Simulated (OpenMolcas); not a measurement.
# OF2 (oxygen difluoride) at RI-MP2/cc-pCVDZ (RICD fitting, fitting threshold 0.0001)

What is the energy change on altering one bond length of OF2 (oxygen difluoride) at RI-MP2/cc-pCVDZ (RICD fitting, fitting threshold 0.0001)? 

The results are computed with OpenMolcas 26.06.

**1. Starting point**

OF2 has 3 atoms, charge 0, and is taken as a singlet. As SMILES, `FOF`. Geometry: relaxed at GFN2-xTB.

Bond lengths: F1–O2 1.366 Å, O2–F3 1.366 Å. Angles: F1–O2–F3 106.0°.

**2. A single-point energy at RI-MP2/cc-pCVDZ (RICD fitting, fitting threshold 0.0001)**

The input, input.xyz:

```xyz
3

F      0.956190    -0.330530     0.490900
O      0.000730     0.544900     0.060070
F     -0.956920    -0.214370    -0.550970
```

The input, job.input:

```
* F2O RI-MP2

&GATEWAY
  BasLib=$CurrDir
  Coord=input.xyz
  Basis=cc-pCVDZ
  Group=NoSym
  RICD
  CDThreshold=0.0001

&SEWARD

&SCF
  PrOrbitals=0

&MBPT2
  Frozen=3
```

The basis set cc-pCVDZ is read from a file made from the Basis Set Exchange's data (not shown).

Launch:

```sh
$ export MOLCAS_MEM=1860
$ pymolcas job.input > job.log
```

Log:

```text
--- Start Module: gateway ---
[...]
--- Stop Module: gateway /rc=_RC_ALL_IS_WELL_ ---
[...]
      Basis functions           54
[...]
--- Start Module: scf ---
[...]
       Convergence after  11 Iterations
[...]
::    Total SCF energy                               -273.4678928251
[...]
      Total spin, S                                     0.0000000000
[...]
      Total electronic charge=   26.000000
      Total            charge=   -0.000000
[...]
      Dipole Moment (debye):
      Origin of the operator (angstrom)=   -0.0000   -0.0303   -0.0033
                   X=  1.9546E-03               Y=  3.3623E-01               Z=  3.7895E-02           Total=  3.3836E-01
      Quadrupole Moment (debye*angstrom):
[...]
--- Stop Module: scf /rc=_RC_ALL_IS_WELL_ ---
--- Start Module: mbpt2 ---
[...]
WARNING!
Default frozen orbitals as non valence orbitals is overwritten by user input.
Default values:   3
[...]
       Reference weight ( Cref**2 )         =        0.87816
::    Total MBPT2 energy                             -274.0526722521
[...]
--- Stop Module: mbpt2 /rc=_RC_ALL_IS_WELL_ ---
[...]
```

It took 1.9 s on 1 thread of Arm Neoverse V2, shared host; peak memory 0.087 GiB.

**3. The distorted shape**

The input, input.xyz:

```xyz
3

F      1.195633    -0.140688     0.643679
O      0.240173     0.734742     0.212849
F     -0.956920    -0.214370    -0.550970
```

The input, job.inp:

```
&GATEWAY
BasLib=$CurrDir
Coord=input.xyz
Basis=cc-pCVDZ
Group=NoSym
RICD
CDThreshold=0.0001
&SEWARD
&SCF
PrOrbitals=0
&MBPT2
Frozen=3
```

The basis set cc-pCVDZ is read from a file made from the Basis Set Exchange's data (not shown).

Launch:

```sh
$ export MOLCAS_MEM=1860
$ pymolcas job.inp > job.log
```

Log:

```text
--- Start Module: gateway ---
[...]
--- Stop Module: gateway /rc=_RC_ALL_IS_WELL_ ---
[...]
      Basis functions           54
[...]
--- Start Module: scf ---
[...]
       Convergence after  14 Iterations
[...]
::    Total SCF energy                               -273.4130955677
[...]
      Total spin, S                                     0.0000000000
[...]
      Total electronic charge=   26.000000
      Total            charge=   -0.000000
[...]
      Dipole Moment (debye):
      Origin of the operator (angstrom)=    0.1551    0.0927    0.0957
                   X=  6.3310E-01               Y=  6.1745E-01               Z=  4.1661E-01           Total=  9.7756E-01
      Quadrupole Moment (debye*angstrom):
[...]
--- Stop Module: scf /rc=_RC_ALL_IS_WELL_ ---
--- Start Module: mbpt2 ---
[...]
WARNING!
Default frozen orbitals as non valence orbitals is overwritten by user input.
Default values:   3
[...]
       Reference weight ( Cref**2 )         =        0.84935
::    Total MBPT2 energy                             -274.0348074975
[...]
--- Stop Module: mbpt2 /rc=_RC_ALL_IS_WELL_ ---
[...]
```

Wall time 1.9 s (1 thread of Arm Neoverse V2, shared host); peak memory 0.087 GiB.

**4. Outcome**

At RI-MP2/cc-pCVDZ (RICD fitting, fitting threshold 0.0001), 3 core orbitals frozen:

```
                                                         quantity          value
                                        first shape: total energy  -274.05267 Eh
                  first shape: dipole moment (mean-field density)         0.34 D
                 first shape: HOMO energy (Hartree–Fock orbitals)      -15.43 eV
                 first shape: LUMO energy (Hartree–Fock orbitals)        4.40 eV
               first shape: HOMO–LUMO gap (Hartree–Fock orbitals)       19.83 eV
         first shape: correlation energy (3 core orbitals frozen)     -584.8 mEh
                                    distorted shape: total energy  -274.03481 Eh
              distorted shape: dipole moment (mean-field density)         0.98 D
             distorted shape: HOMO energy (Hartree–Fock orbitals)      -16.13 eV
             distorted shape: LUMO energy (Hartree–Fock orbitals)       -0.60 eV
           distorted shape: HOMO–LUMO gap (Hartree–Fock orbitals)       15.53 eV
     distorted shape: correlation energy (3 core orbitals frozen)     -621.7 mEh
energy change with the O2–F3 bond stretched from 1.366 to 1.708 Å       0.486 eV
```

With the O2–F3 bond stretched from 1.366 to 1.708 Å the energy rises by 0.49 eV (46.9 kJ/mol). The first shape isn't relaxed at this level, so the change isn't measured from a minimum.
